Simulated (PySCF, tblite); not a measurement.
**CH₄N₂, a complex of two parts: NMR shifts, interaction energy, infrared bands, spin-spin couplings and core binding energies**

One table from this session's results is given with a row withheld; the runs are named, their logs left out.

Programs: tblite 0.8.0 and PySCF 2.14.0. All values are calculated, for the isolated system unless a continuum is named. Atoms count from 0, parts from 1.

## The system as given

7 atoms, charge 0, multiplicity 1; geometry: rigid parts in contact. Parts: 1 = atoms 0–2, `C#N`, charge 0; 2 = atoms 3–6, `N`, charge 0.

The first run:

The job: settings as JSON, then the geometry in Å.

```
{"job": {"kind": "dock", "xc": "GFN2-xTB", "basis": "xTB"}, "charge": 0, "multiplicity": 1, "parts": [{"atoms": "0-2", "charge": 0, "multiplicity": 1}, {"atoms": "3-6", "charge": 0, "multiplicity": 1}]}
C     -0.026343    -0.000073     0.000129
N      1.111279     0.001503    -0.001662
H     -1.084936    -0.001430     0.001533
N     -1.298391     1.030114     2.114733
H     -0.594288     1.322321     2.781327
H     -1.921174     1.813965     1.962533
H     -1.837793     0.288004     2.543487
```

Method: GFN2-xTB search for minima from random contacts, gas phase.

Launch:

```sh
$ OMP_NUM_THREADS=1 python cluster_run.py task.json out
```

One launch serves the whole session: the jobs run in the order shown.

Steps of the session up to this table: Search for minima with GFN2-xTB; Optimising the geometry at PBE0-D3(BJ)/def2-TZVPD; NMR shieldings: PBE0/pcSseg-2; Coupled-cluster interaction energy: CCSD(T) and MP2.

One of the session's tables, all rows but one given; the rest of the session is left out.

It belongs to the step «Coupled-cluster interaction energy: CCSD(T) and MP2». 

| method | interaction energy (kcal/mol) |
| --- | --- |
| HF/aug-cc-pVDZ | -5.40 |
| MP2/aug-cc-pVDZ | -5.84 |
| CCSD/aug-cc-pVDZ | -5.46 |
| CCSD(T)/aug-cc-pVDZ | -5.64 |
| HF/aug-cc-pVQZ | -5.46 |
| MP2/aug-cc-pVQZ | -6.55 |
| SCS-MP2/aug-cc-pVQZ | -5.94 |
| MP2, extrapolated | ? |
| CCSD(T), limit estimate | -6.47 |

Estimate the missing values for MP2, extrapolated.

As computed: interaction energy (kcal/mol): -6.67. In the column «interaction energy (kcal/mol)» it is the lowest.
